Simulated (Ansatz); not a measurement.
## A basis-limit estimate, worked out

An elementary step of BNH8O, closed shell (BH₃ + H₂O + NH₃ → BH₃O ([BH2][OH]) + NH₃ + H₂; B–H, H–O, H–N broken or loosened, B–O, H–H, H–N formed or tightened). “Start” and “end” are the PBE0-D4/def2-TZVP structures reached by relaxing down either side of its saddle point, with the molecules still in contact.

Ansatz 0.2.0; basis: def2-TZVPP and def2-QZVPP; cores frozen in the correlated methods.

Energies in eV:

| quantity | end | start |
| --- | --- | --- |
| Hartree–Fock, triple zeta (X = 3) | -4319.20921 | -4318.66217 |
| Hartree–Fock, quadruple zeta (X = 4) | -4319.44856 | -4318.87658 |
| MP2 correlation, X = 3 | -16.88473 | -17.31076 |
| MP2 correlation, X = 4 | -18.10318 | -18.51657 |
| CCSD(T) correlation, X = 3 | -18.43144 | -18.84796 |

Task: Work out the step energy at the basis limit: extrapolate Hartree–Fock as E(X) = E∞ + A exp(−7.88 √X) and the MP2 correlation as E(X) = E∞ + B X^−2.97 (the exponents that Neese and Valeev fitted for def2-TZVPP and QZVPP), then add CCSD(T) − MP2 in triple zeta.

Result: Each step is linear, so take the differences first (end − start): Hartree–Fock -0.54704 (X = 3) and -0.57198 (X = 4); MP2 correlation 0.42603 and 0.41339; CCSD(T) correlation 0.41652.
Two points give E∞ = E(4) + w [E(4) − E(3)], with w = 1/(exp(7.88 (2 − √3)) − 1) = 0.1377 for Hartree–Fock and w = 1/((4/3)^2.97 − 1) = 0.7407 for the correlation.
Hartree–Fock: -0.57198 + 0.1377 × (-0.02494) = -0.5754 eV.
MP2 correlation: 0.41339 + 0.7407 × (-0.01264) = 0.4040 eV.
CCSD(T) − MP2: 0.41652 − 0.42603 = -0.0095 eV.
Sum: -0.5754 + 0.4040 + (-0.0095) = -0.1809 eV, or -4.17 kcal/mol. Plain CCSD(T) in triple zeta gives -0.1305 eV, so the larger basis shifts the result by -0.0504 eV.

The T1 diagnostic stays at or below 0.012.

The step is the kind of ligand exchange by which a precursor binds to a hydroxyl group, or is hydrolysed, in atomic layer deposition of oxides.

Labels in which every atom is bracketed show which atoms are joined, not bond orders.

For scale, one of the runs: CCSD(T)/def2-TZVPP, 205 basis functions (an equivalent command: `ansatz run in.yaml --threads 2`). Time: 41 s of wall clock on 2 CPU threads; the host was shared. Peak host memory: 3 GiB.
